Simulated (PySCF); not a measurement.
## F: ionisation energy

F [He] 2s2 2p5 (2P) → F⁺ [He] 2s2 2p4 (3P), as a difference of total energies. Computed with PySCF 2.14 in cc-pVTZ, with no relativity, point nucleus. Correlated levels: valence: 1s2 frozen. The calculations carry no spin-orbit coupling.

| method | ionisation energy (eV) |
| --- | --- |
| UHF | 15.654 |
| r2SCAN | 17.498 |
| B3LYP | 17.658 |
| MP2 (valence) | 17.194 |
| SCS-MP2 (valence) | 17.181 |
| CCSD (valence) | 17.089 |
| CCSD(T) (valence) | 17.131 |

Question: How much does correlation contribute at CCSD(T) (valence)?

Answer: 17.131 − (15.654) = 1.477 eV, measured against UHF.

Errors of the correlated levels include the incompleteness of this basis and the frozen core.

For comparison: 17.427 eV (measured; NIST levels, between the centres of gravity of the two terms).
